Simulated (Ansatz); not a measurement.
Computed with Ansatz on PBE0-D4/def2-TZVP structures; ΔE is electronic, products minus reactants. CCSD(T)/CBS adds triple-zeta CCSD(T) − MP2 to the extrapolated MP2 energy (def2 sets, frozen cores). This one scheme is used for every species, atoms too. For atomizations the MP2-based limit and the directly extrapolated one differ by several kJ/mol either way, and by 10 to 25 for some Ge, Se and Sn compounds, so smaller differences from it don't rank the levels. Functionals use def2-TZVPP. No spin–orbit coupling; open shells (•) take unrestricted orbitals. Spin–orbit coupling would lower the free atoms: a little for C, O. Each species was taken in one conformer, which may not be the lowest.

Consider the atomization: `CC1N=C(O)O1` → 3 C• + 5 H• + N• + 2 O•.

CCSD(T)/CBS gives +4597.6 kJ/mol.

(1) Another level gave +4807.9 kJ/mol. Which?
A. r2SCAN0-D4/def2-TZVPP
B. PBE-D4/def2-TZVPP
C. B97M-V/def2-TZVPP
D. B2PLYP/def2-TZVPP

Largest T1 diagnostic among the species: 0.013.

Answers

(1) B. PBE-D4 4807.9, B2PLYP 4559.4, B97M-V 4612.5, r2SCAN0-D4 4509.5 kJ/mol.

At CCSD(T), def2-SVP lies −242.7 kJ/mol from the extrapolated value and def2-TZVPP −134.9 kJ/mol: correlation converges slowly with the basis, and small sets miss more of it in the bonded molecule than in its fragments. From BLYP to BHLYP (50 % exact exchange), in def2-TZVPP and without D4, ΔE moves by −232.1 kJ/mol: exact exchange takes away binding that semilocal exchange gives to molecules.
